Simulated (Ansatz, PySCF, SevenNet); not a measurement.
**Ladder of methods for the equilibrium lattice constant a of grey tin (α-Sn)**

Reference value: 6.477 Å (measured, static lattice: zero-point anharmonic expansion removed; as tabulated in Mejia-Rodriguez and Trickey (2018), arXiv:1807.09216).

Task: What do SevenNet-0, LDA, PBE, revPBE, PBE-D3(BJ), PBE-D4, r²SCAN+rVV10, B3LYP (VWN-RPA form), r²SCAN0, r²SCANh, Hartree–Fock, MP2 give, and how far is each from the reference?

Result: 
```csv
level (code),value (Å),error (%)
SevenNet-0,6.643,+2.56
LDA (Ansatz),6.472,-0.08
PBE (Ansatz),6.655,+2.75
revPBE (Ansatz),6.710,+3.60
PBE-D3(BJ) (Ansatz),6.571,+1.45
PBE-D4 (Ansatz),6.563,+1.33
r²SCAN+rVV10 (Ansatz),6.532,+0.85
B3LYP (VWN-RPA form) (Ansatz),6.674,+3.04
r²SCAN0 (Ansatz),6.503,+0.40
r²SCANh (Ansatz),6.542,+1.00
Hartree–Fock (Ansatz),6.605,+1.98
MP2 (PySCF),6.444 ± 0.02,-0.51
```

Closest of the ranked levels: LDA (-0.08 %). Farthest off among them: revPBE (+3.60 %). Of the ranked levels only LDA lands within 0.3 %.

A ± on a computed value is a rough bar: the spread of its extrapolation, a floor set from checks against published values, or a statistical error. revPBE: the cell is over a tenth larger than the published one: the level's own overestimate first of all, though another phase or state, or a fault of the published cell, is possible. Cutoffs and k meshes differ between the levels. Ansatz's density-functional and Hartree–Fock values are scalar-relativistic unless marked +SOC, with PAW data made under PBE.

Machine-learned potentials (SevenNet-0) are trained on DFT data: a solid inside that data is no test of them.

Differences are worked out from the printed values.

Ansatz is a program for electronic structure.
